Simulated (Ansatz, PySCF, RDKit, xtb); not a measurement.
# Which structure has the formula Si2PH6?

Task: start from the formula Si2PH6 (odd number of electrons), draw up candidate structures, narrow them down in stages, and characterise the one that lies lowest at 298.15 K.

Plan: many cheap relaxations first (GFN2-xTB), then density-functional screening, relaxation at r2SCAN-D4/def2-SVP, vibrations and a final energy. The numbers are computed, not measured.

3 further runs of the same task are left out: 3 set aside as unsound or not needed.

### 1 Drawing up candidates

A program enumerates the bonding patterns with one Lewis structure each (two rings at most, one unusual centre or charged pair), with their diastereomers. O–O, O–halogen and N–halogen bonds and N–N–N chains are not drawn. That gives 11 candidates.

| label | SMILES | spin |
| --- | --- | --- |
| c107 | [SiH3][Si][P@H3] | doublet |
| c161 | [SiH][SiH2][P@H3] | doublet |
| c452 | [SiH2][P@H][SiH3] | doublet |
| c542 | [SiH2]=[SiH][P@H3] | doublet |
| c584 | [SiH2][PH2+][SiH2-] | doublet |
| c603 | [SiH3][P][SiH3] | doublet |
| c625 | [SiH2][SiH2]P | doublet |
| c827 | [SiH][P@H2][SiH3] | doublet |
| c828 | [SiH2]1[SiH2][PH2]1 | doublet |
| c921 | [SiH3][SiH]P | doublet |
| c955 | [SiH3][SiH2][PH] | doublet |

Candidates are built by distance geometry, with a force field where one applies, in up to four conformers (letters a to d). 3 starts with atoms placed at random are added, to find patterns that the rules miss.

Q: Predict the outcome of this search (final energies at CCSD(T)/def2-SVP + MP2/def2-TZVPP - MP2/def2-SVP).

| quantity | value |
| --- | --- |
| lowest structure found | [SiH3][P][SiH3], doublet, C2 |
| next finalist | [SiH3][SiH2][PH], doublet, 4.9 kcal/mol higher in G |
| share at equilibrium, among the finalists | 100.0 % |
| harmonic wavenumbers, lowest and highest (r2SCAN-D4/def2-SVP) | 80 and 2232 cm⁻¹ |
| rotational constants, same geometry | 0.2759, 0.08989, 0.0712 cm⁻¹ |
| dipole moment (PBE0/def2-TZVPD) | 0.52 D |
| HOMO energy (highest over α and β) (PBE0/def2-TZVPD) | -7.24 eV |
| LUMO energy (lowest over α and β) (PBE0/def2-TZVPD) | -3.63 eV |
| lowest excitation (TD-B3LYP/def2-SVPD) | 1.93 eV (f = 0.000) |
| strongest of the states computed, same level | 4.73 eV (f = 0.022) |
| vertical ionisation energy (to the singlet cation) | 9.19 eV |
| vertical electron affinity | 1.99 eV |
| vertical quartet less doublet | +5.48 eV |

The lowest structure found is `[SiH3][P][SiH3]`. Among the finalists first place is clear (4.9 kcal/mol); structures outside the list aren't covered. GFN2-xTB, HF/STO-3G, r2SCAN-D4/def2-SVP, r2SCAN-D4/def2-SVP, relaxed, HF/def2-SVP and MP2/def2-SVP already put its bonding pattern lowest among the structures in one piece. The stability test raises a flag; for an open shell a flag towards a general spinor solution can be the free rotation of the spin. Lowest found is not proven lowest: the search is finite, and each finalist counts with one conformer. Patterns outside the rules of the enumeration were met only by chance.
